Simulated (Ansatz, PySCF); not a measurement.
System: propane, C₃H₈, net charge 0, singlet state. SMILES: CCC
Geometry: optimised at B3LYP-D3(BJ)/def2-TZVP (Ansatz, a first-principles code).

Wanted: atomisation energy (electronic, to ground-state atoms), in kcal/mol. Valence correlation only, unless marked. Open shells are spin-unrestricted. Spin-orbit coupling is left out. No relativistic terms. The coupled-cluster limit lacks core correlation, which all-electron functionals hold. CBS(X,Y): correlation extrapolated as X^-3; Hartree-Fock from the larger set. [CCSD(T)-MP2]/basis is that difference in the basis named.

```tsv
level	program	atomisation energy (kcal/mol)	minus last row
HF/6-31G*	Ansatz	775.0	-232.0
SVWN5/def2-TZVPD	Ansatz	1126.7	119.7
PBE/def2-TZVPD	Ansatz	1014.1	7.1
B3LYP-D4/def2-TZVPD	Ansatz + dftd4	1007.2	0.2
PBE0/def2-TZVPD	Ansatz	1006.6	-0.4
TPSSh/def2-TZVPD	PySCF	1011.1	4.1
wB97X-V/def2-TZVPD	Ansatz	1005.7	-1.3
B2GP-PLYP-D4/def2-TZVPD	Ansatz + dftd4	993.6	-13.4
B2PLYP/def2-TZVPD	Ansatz	994.1	-12.9
MP2/STO-3G	Ansatz	1057.8	50.8
MP2/cc-pVDZ	Ansatz	946.5	-60.5
CCSD(T)/STO-3G	Ansatz	1073.4	66.4
CCSD(T) with core electrons/cc-pwCVTZ	Ansatz	991.0	-16.0
RI-MP2/CBS(cc-pVTZ,cc-pVQZ)+[CCSD(T)-MP2]/cc-pVDZ	Ansatz	1007.8	0.8
RI-MP2/CBS(cc-pVTZ,cc-pVQZ)+[CCSD(T)-MP2]/cc-pVTZ	Ansatz	1007.0	0.0
```
